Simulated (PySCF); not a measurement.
**State search for MgO⁺**

Unrestricted PBE0; basis Mg pcseg-2, O pcseg-2; no relativity; PySCF 2.14. Outer shells of the fragments: Mg+ 3s1; O 2s2 2p4.

Followed along the bond (rough minima from three points):

```json
{"2Ms+1": "2", "unpaired": "π ↑", "⟨S²⟩ at the start": "0.81", "R at minimum (Å)": "1.83", "Te (eV)": "0.00"}
{"2Ms+1": "2", "unpaired": "σ ↑", "⟨S²⟩ at the start": "0.75", "R at minimum (Å)": "1.72", "Te (eV)": "1.03"}
{"2Ms+1": "4", "unpaired": "σ ↑, π ↑↑", "⟨S²⟩ at the start": "3.75", "R at minimum (Å)": "none in the scan", "Te (eV)": "≤ 1.77"}
```

Solutions found at the starting distance of 2.055 Å, counted from the lowest of them; the search is not exhaustive and high or unbound solutions are not listed, so other states can lie among these:

| 2Ms+1 | unpaired | term | E (eV) | ⟨S²⟩ | ⟨Lz²⟩ | μ (D) |
| --- | --- | --- | --- | --- | --- | --- |
| 2 | π ↑ | ²Π | 0.00 | 0.81 | 1.01 | -8.73 |
| 2 | σ ↑ | ²Σ⁺ | 1.53 | 0.75 | 0.00 | -10.20 |
| 4 | σ ↑, π ↑↑ | ⁴Σ⁻ | 1.60 | 3.75 | 0.00 | -1.43 |
| 2 | σ ↓, π ↑↑ | mixed | 1.69 | 1.75 | 0.00 | -1.29 |
| 4 | σ ↑↑, π ↑ | ⁴Π | 2.36 | 3.75 | 1.01 | -1.57 |
| 2 | σ ↑, π ↑↓ | mixed | 2.40 | 1.75 | 2.01 | -1.37 |

A term symbol is given only where ⟨S²⟩ and ⟨Lz²⟩ are close to those of a pure state; real π, δ and φ orbitals otherwise mix terms. A positive dipole points towards O; it is taken about the centre of mass and depends on that origin.

Task: Compare the gap between the two lowest followed solutions at the starting distance with the gap between their minima.

Result: At PBE0 the second solution (doublet, unpaired electrons σ ↑) lies +1.53 eV from the first (doublet, unpaired electrons π ↑) at 2.055 Å and +1.03 eV at the minima; the two curves relax by different amounts, since their minima lie near 1.72 and 1.83 Å.

Counting both spins, an empty level lies below a filled one in some of these solutions, because spin and occupation are held.
